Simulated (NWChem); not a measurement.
System: CH6Si; SMILES C[SiH3]

All runs: NWChem. The geometry was optimised at PBE-D3(BJ)/def2-SVP. Total energies compare along this basis series because the functional is fixed.

| level | basis functions | energy (Ha) | highest occupied level (eV) | orbital gap (eV) | dipole (D) |
|---|---|---|---|---|---|
| B3LYP/pcseg-1 | 62 | -331.2128 | -8.98 | 9.54 | 0.75 |
| B3LYP/aug-pcseg-1 | 104 | -331.2151 | -9.00 | 8.61 | 0.77 |
| B3LYP/pcseg-2 | 148 | -331.2682 | -8.98 | 9.04 | 0.76 |
| B3LYP/STO-3G | 20 | -327.3887 | -7.22 | 15.10 | 0.23 |
| B3LYP/def2-SVP | 62 | -331.1083 | -8.94 | 9.91 | 0.78 |
